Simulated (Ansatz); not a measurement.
Wavefunction ladder for C3H4FN, SMILES `C=C=C(N)F`

```xyz
9

C     0.6503   -1.5001    0.9282
C     0.2204   -0.6053    0.0875
C    -0.1419    0.3371   -0.7401
N    -0.4578    1.6541   -0.4598
F    -0.1904    0.1026   -2.0622
H    -0.0099   -2.2544    1.3514
H     1.6924   -1.5396    1.2409
H    -1.3342    1.9470   -0.8730
H    -0.4288    1.8588    0.5271
```

Charge 0, multiplicity 1. The structure was optimised at the PBE0-D4/def2-TZVP level. It is one conformer, not always the lowest. Frozen core, restricted reference, Ansatz 0.2.0. CBS rows extrapolate triple and quadruple zeta; past MP2 they add the triple-zeta difference.

| basis | HF (Eh) | MP2 corr. | CCSD corr. | (T) | CCSD(T) total |
| --- | --- | --- | --- | --- | --- |
| def2-SVP | -269.53223 | -0.73425 | -0.77046 | -0.02490 | -270.32759 |
| def2-TZVPP | -269.85365 | -0.92347 | -0.94757 | -0.04074 | -270.84196 |
| def2-QZVPP | -269.86549 | -0.99288 | – | – | – |
| CBS(def2) | -269.86712 | -1.04430 | -1.06840 | as TZ | -270.97626 |
